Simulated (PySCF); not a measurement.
# Core-level binding energies of pyrimidine

Pyrimidine, C4H4N2.
Z-matrix (Å and degrees, PBE0-D3(BJ)/def2-SVP geometry), rows numbered from 1:
```
C 
C   1  1.3927
N   2  1.3304  1  122.16
C   3  1.3301  2  116.29  1    -0.03
N   4  1.3299  3  126.84  2     0.00
C   5  1.3304  4  116.30  3     0.05
H   1  1.0915  2  121.87  3  -180.00
H   2  1.0966  1  120.99  3  -179.98
H   4  1.0968  3  116.59  2   179.99
H   6  1.0966  1  120.98  2  -179.98
```

Method: delta-SCF UKS SCAN, pcX-2 on the ionised atom, pcseg-1 elsewhere, spin-free X2C in PySCF. Vertical ΔSCF values, vacuum level as zero.

**Question.** Give the core binding energies atom by atom.

**Answer.** 
```json
{"atom(s)": "C1", "environment": "aromatic CH carbon", "level": "C 1s", "binding energy (eV)": "291.13", "above the level's lowest (eV)": "0.00", "count": "1"}
{"atom(s)": "C2/C6", "environment": "aromatic CH next to a ring nitrogen", "level": "C 1s", "binding energy (eV)": "292.09", "above the level's lowest (eV)": "+0.96", "count": "2"}
{"atom(s)": "N3/N5", "environment": "pyridine-type nitrogen", "level": "N 1s", "binding energy (eV)": "405.13", "above the level's lowest (eV)": "0.00", "count": "2"}
{"atom(s)": "C4", "environment": "aromatic CH next to a ring nitrogen", "level": "C 1s", "binding energy (eV)": "292.45", "above the level's lowest (eV)": "+1.32", "count": "1"}
```

The listed C 1s values span 1.32 eV, from C1 (bonded to 2 C (aromatic in the SMILES) and H) to C4 (bonded to 2 N (aromatic in the SMILES) and H). The widest gap between neighbouring values is 0.96 eV, between 291.13 and 292.09 eV.

**Question.** Give the binding energy of C 1s of C4 in hartree and in kJ/mol.

**Answer.** 292.45 eV = 10.7473 Eh = 28217 kJ/mol.

Atoms equivalent by their bonding share one computed value, that of the first of them. Geometry: PBE0-D3(BJ)/def2-SVP; no solvent, vibrations or thermal averaging.
